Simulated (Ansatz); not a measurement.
A run of Ansatz (development build ahead of 0.2.0) on triplet HClO at this shape:

```yaml
atoms:
  - { symbol: O, position_ang: [0.1813, 0.3393, 1.0137] }
  - { symbol: H, position_ang: [0.8568, -0.2436, 1.3355] }
  - { symbol: Cl, position_ang: [-0.1249, -0.1617, -0.5484] }
```

Its results:

```json
{"Converged": "yes", "Total energy": "-534.52542 hartree", "Spin squared of the determinant": "2.023", "Stability test": "minimum"}
```

Forces (eV/Å):
```tsv
atom	Fx	Fy	Fz
O1	1.551	3.149	9.045
H2	0.510	-0.233	0.625
Cl3	-2.061	-2.916	-9.670
```

Task: Which input gives this output? Name the method, the orbitals and the basis set, and write the input.

Result: UHF in def2-SVP.

```yaml
crystal:
  periodic: [false, false, false]
  atoms:
    - { symbol: O, position_ang: [0.18134, 0.33927, 1.01371] }
    - { symbol: H, position_ang: [0.85684, -0.24357, 1.33546] }
    - { symbol: Cl, position_ang: [-0.12485, -0.16169, -0.54838] }
basis:
  gaussian: { orbitals: def2-SVP }
magnetization:
  spin_polarized: true
  initial_magnetization: 2
hamiltonian:
  xc: hf
output:
  forces: true
```

Caution: another spin multiplicity may lie lower.
